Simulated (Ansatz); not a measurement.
in.yaml

```yaml
crystal:
  periodic: [false, false, false]
  atoms:
    - {symbol: Ge, position_ang: [0.000000, 0.000000, 0.253513]}
    - {symbol: B, position_ang: [0.000000, 0.000000, -1.523487]}
    - {symbol: H, position_ang: [0.000000, 1.255258, 1.138160]}
    - {symbol: H, position_ang: [0.000000, -1.255258, 1.138160]}
    - {symbol: H, position_ang: [0.000000, 1.042369, -2.102896]}
    - {symbol: H, position_ang: [0.000000, -1.042369, -2.102896]}
basis:
  gaussian: {orbitals: def2-SVP}
magnetization: {spin_polarized: true, initial_magnetization: 1}
hamiltonian: {xc: {name: B3LYP}}
correlation: {method: ccsd_t, electrons: outside_noble_gas}
accuracy: high
scf: {lower_state_search: light}
```

```sh
$ ansatz run in.yaml --threads 1 --pin off --events-out ev --progress --plain --max-ram 2393MiB
```

Log:

```
1393 factors; integrals over basis functions are off by at most 4.3e-9 eV
mean field evaluation 1: about -57248.0478 eV, gradient 2.2e1 eV
mean field evaluation 2: about -57248.1433 eV, gradient 2.2e1 eV
mean field evaluation 4: about -57251.0944 eV, gradient 1.5e0 eV
mean field evaluation 8: about -57251.1132 eV, gradient 5.4e-2 eV
mean field evaluation 16: about -57251.1133 eV, gradient 4.9e-6 eV
mean field -57251.11325963 eV, -2103.9396060930 hartree, gradient 1.7e-8 eV, S^2 0.751827; 0 other end points of the search recorded, 0 dependent functions left out
15 core orbitals not correlated: weight in the atoms' cores, before any rotation towards them, 0.999 or more for the frozen orbitals, at most 0.000 for the correlated occupied ones
reference -57198.30531783 eV, -2101.9989500264 hartree; 6, 5 occupied and 45, 46 virtual orbitals, 1393 factors
second order -4.87249251 eV of doubles, -0.19804035 eV of singles
cycle   1  -5.71889884 eV  change   -6.5e-1 eV  update   5.5e-2
cycle   2  -5.92775963 eV  change   -2.1e-1 eV  update   1.7e-2
cycle   3  -5.94302628 eV  change   -1.5e-2 eV  update   4.3e-3
cycle   4  -5.94384021 eV  change   -8.1e-4 eV  update   1.7e-3
cycle   5  -5.94363454 eV  change    2.1e-4 eV  update   6.7e-4
cycle   6  -5.94365837 eV  change   -2.4e-5 eV  update   2.7e-4
cycle   7  -5.94373229 eV  change   -7.4e-5 eV  update   9.6e-5
cycle   8  -5.94374536 eV  change   -1.3e-5 eV  update   3.1e-5
cycle   9  -5.94374298 eV  change    2.4e-6 eV  update   1.1e-5
cycle  10  -5.94374359 eV  change   -6.1e-7 eV  update   3.8e-6
cycle  11  -5.94374381 eV  change   -2.2e-7 eV  update   1.3e-6
cycle  12  -5.94374356 eV  change    2.5e-7 eV  update   3.8e-7
cycle  13  -5.94374342 eV  change    1.4e-7 eV  update   1.4e-7
cycle  14  -5.94374333 eV  change    8.8e-8 eV  update   5.3e-8
cycle  15  -5.94374332 eV  change    9.8e-9 eV  update   2.6e-8
cycle  16  -5.94374332 eV  change    2.5e-9 eV  update   1.6e-8
cycle  17  -5.94374324 eV  change    8.2e-8 eV  update   6.1e-8
cycle  18  -5.94374323 eV  change    1.1e-8 eV  update   1.7e-8
cycle  19  -5.94374323 eV  change   -1.4e-9 eV  update   4.3e-9
cycle  20  -5.94374323 eV  change   -1.0e-9 eV  update   1.4e-9
cycle  21  -5.94374323 eV  change  -2.3e-10 eV  update  4.4e-10
perturbative correction -0.15225216 eV, -0.0055951638 hartree
Total energy: -57204.40131322 eV, -2102.2229737250 hartree
```

Ran on 1 thread of Arm Neoverse V1, shared host: 13 s wall, 0.29 GiB peak host memory.
